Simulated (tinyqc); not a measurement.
Geometry optimisation on the RHF/sto-3g surface (energies and gradients from PySCF), for H2O, spin multiplicity 1, step by step. Computed by tinyqc, a small Python program that keeps every step (integrals from PySCF). Settings: charge = 0, multiplicity = 1, basis = sto-3g, optimiser = bfgs, first Hessian = 0.6, largest step = 0.5, iteration cap = 30. Command: `OMP_NUM_THREADS=1 python tinyqc.py 27179 27180 out.jsonl` (the two numbers bound the seeds that draw the settings). One thread of a shared host (Intel(R) Xeon(R) Processor @ 2.60GHz), about 0.6 s of CPU time with the checks.

positions at the start (bohr):
```
          x        y       z
1O   0.0189   0.0756  0.0416
2H   0.0170   1.3663  1.2208
3H  -0.0265  -1.3493  1.2302
```

Stop when the largest gradient component is below 3e-5 hartree/bohr. The inverse Hessian follows the BFGS update with s = step, y = change of gradient.

Course of the optimisation:
```
step  E (hartree)  largest gradient (hartree/bohr)
1      -74.959980                         7.82e-02
2      -74.955478                         8.61e-02
3      -74.965223                         2.71e-02
4      -74.965410                         2.19e-02
5      -74.965879                         3.47e-03
6      -74.965897                         1.17e-03
7      -74.965901                         3.42e-04
8      -74.965901                         6.19e-06
```

Can the last value be used, and what does the course show?

Yes. Converged in 8 steps.
